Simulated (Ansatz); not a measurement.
**CH₅ClSi: basis-set convergence**

Aim: see how fast density functionals and correlated methods converge with the basis set for CH₅ClSi.

Program: Ansatz 0.2.0, Gaussian basis. Level of theory: one geometry, several basis sets. These are calculated values, not measurements.

Plan: PBE0-D4/def2-SVP; ωB97M-V/def2-SVP; PBE0-D4/def2-QZVPP; ωB97M-V/def2-QZVPP; CCSD(T)/cc-pV(D+d)Z; CCSD(T)/cc-pV(T+d)Z; CCSD(T)/cc-pV(Q+d)Z; the functionals' def2-TZVPP values are taken from earlier runs.

## 1. Structure used throughout

The geometry comes from an earlier relaxation with PBE0-D4 in a triple-zeta def2 set; it is a stationary point, not always the lowest conformer.

8 atoms, charge 0, spin multiplicity 1.

Atoms are counted from 1 here; the program's logs count them from 0.

Bond lengths: C1–Si2 1.857 Å, C1–H4 1.094 Å, C1–H5 1.092 Å, C1–H6 1.092 Å, Si2–Cl3 2.062 Å, Si2–H7 1.483 Å, Si2–H8 1.483 Å. Angles: Si2–C1–H4 110.0°, Si2–C1–H5 110.8°, Si2–C1–H6 110.8°, H4–C1–H5 108.4°, H4–C1–H6 108.4°, H5–C1–H6 108.5°, C1–Si2–Cl3 109.6°, C1–Si2–H7 111.5°, C1–Si2–H8 111.6°, Cl3–Si2–H7 107.2°, Cl3–Si2–H8 107.2°, H7–Si2–H8 109.5°.

## 2. PBE0-D4 in def2-SVP

Input file in.yaml:

```yaml
crystal:
  periodic: [false, false, false]
  atoms:
    - {symbol: C, position_ang: [-0.612048, 0.785387, -0.172981]}
    - {symbol: Si, position_ang: [0.439656, -0.728789, 0.049345]}
    - {symbol: Cl, position_ang: [1.888048, -0.363915, 1.471107]}
    - {symbol: H, position_ang: [-1.381260, 0.598876, -0.927632]}
    - {symbol: H, position_ang: [-0.006517, 1.632718, -0.500579]}
    - {symbol: H, position_ang: [-1.105778, 1.054797, 0.762754]}
    - {symbol: H, position_ang: [1.139105, -1.095528, -1.206346]}
    - {symbol: H, position_ang: [-0.361217, -1.883555, 0.524323]}
basis:
  gaussian: {orbitals: def2-SVP}
hamiltonian: {xc: pbe0, dispersion: d4}
output: {orbitals: {seedname: orbitals}}
```

Started as:

```sh
$ ansatz run in.yaml --threads 2 --pin off --events-out ev --progress --plain --max-ram 32768MiB --backend cpu
```

Further steps of the session: ωB97M-V in def2-SVP; PBE0-D4 in def2-QZVPP; ωB97M-V in def2-QZVPP; CCSD(T) in cc-pV(D+d)Z; CCSD(T) in cc-pV(T+d)Z; CCSD(T) in cc-pV(Q+d)Z.

**Question.** What will the summary of the whole plan be? Wanted: MP2 correlation recovered, cc-pV(D+d)Z; MP2 correlation recovered, cc-pV(T+d)Z; MP2 correlation recovered, cc-pV(Q+d)Z; CCSD(T) limit from def2 sets; PBE0-D4: double and triple zeta above quadruple; ωB97M-V: double and triple zeta above quadruple.

As calculated:

```
                                                                 quantity          value
                                   MP2 correlation recovered, cc-pV(D+d)Z         68.3 %
                                   MP2 correlation recovered, cc-pV(T+d)Z         87.7 %
                                   MP2 correlation recovered, cc-pV(Q+d)Z         94.9 %
CCSD(T) limit from def2 sets (earlier runs) less the limit of this series        -85 meV
                          PBE0-D4: double and triple zeta above quadruple  9.12, 0.71 eV
                          ωB97M-V: double and triple zeta above quadruple  9.17, 0.67 eV
```

For PBE0-D4 the step from double to triple zeta gains 8.41 eV and the next only 0.71 eV. In cc-pV(D+d)Z MP2 holds 68 % of its limit, in cc-pV(Q+d)Z 95 %, while Hartree-Fock is within 0.081 eV in the largest set. A limit from the def2 sets, made apart, differs by 85 meV, a least measure of the doubt on such a limit. Total energies overstate the basis error of differences, where much of it tends to cancel. The LUMO of ωB97M-V is positive and keeps falling with the basis (2.85 to 1.60 eV): an unbound level that the basis holds in place.
